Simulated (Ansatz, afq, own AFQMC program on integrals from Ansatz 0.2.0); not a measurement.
# Cu, doublet in def2-TZVP, levels against CCSDT(Q)

A free Cu atom.

Basis def2-TZVP. Noble-gas cores (and the filled d shells of Ga–Kr and In–Xe) are frozen. AFQMC by an in-house program on the Cholesky factors that Ansatz 0.2.0 writes for its CCSD(T) run. The CISD trial takes its coefficients from CCSD amplitudes. Released means that phaseless walkers are propagated on without the constraint, phases kept. Error bars are statistical, one sigma. The metal's outer-core s and p shells are frozen, which shifts wave-function levels against functionals.

Determinant: UHF, the one that the program's search chose, which needn't be the lowest solution.

No full CI on the walks' own integrals is used here; CCSDT(Q) serves as the reference and is uncertain by about the last step of the cluster series.

Cautions: no relativity below Rb; outer-core shells of the metal frozen; the ph-AFQMC/CISD walk drifts between its halves (2.3 errors).

The T1 diagnostic is 0.0223 and the weight of the determinant in the CISD state is 0.932. The ⟨S²⟩ of the determinant is 0.752 and the size of the correlated space is 11 electrons in 36 orbitals.

Reference: CCSDT(Q), correlation energy -9.807 eV. The released energy is read at 1.50 1/Eh (meV from the phaseless value at times in 1/Eh: -9 ± 4 at 0.24, -18.6 ± 2.4 at 0.50, -15 ± 6 at 1.00, -16 ± 6 at 1.50).

```json
{"level": "HF", "E − E(reference) (kJ/mol)": "946.2", "share of correlation (%)": "0.00"}
{"level": "MP2", "E − E(reference) (kJ/mol)": "-108.8", "share of correlation (%)": "111.50"}
{"level": "CCSD", "E − E(reference) (kJ/mol)": "28.9", "share of correlation (%)": "96.94"}
{"level": "CCSD(T)", "E − E(reference) (kJ/mol)": "-1.7", "share of correlation (%)": "100.18"}
{"level": "CCSDT", "E − E(reference) (kJ/mol)": "-0.4", "share of correlation (%)": "100.04"}
{"level": "ph-AFQMC/HF", "E − E(reference) (kJ/mol)": "-2.2 ± 2.5", "share of correlation (%)": "100.24"}
{"level": "ph-AFQMC/CISD", "E − E(reference) (kJ/mol)": "2.2 ± 0.3", "share of correlation (%)": "99.77"}
{"level": "released AFQMC", "E − E(reference) (kJ/mol)": "0.7 ± 0.6", "share of correlation (%)": "99.93"}
```

A walk keeps the symmetry of its determinant, which the program's search chose and which needn't be the lowest solution, so a lower state of the same spin and another symmetry isn't excluded. Released energies are given only where the last usable release times agree within the noise; a slower fall can still hide under it.
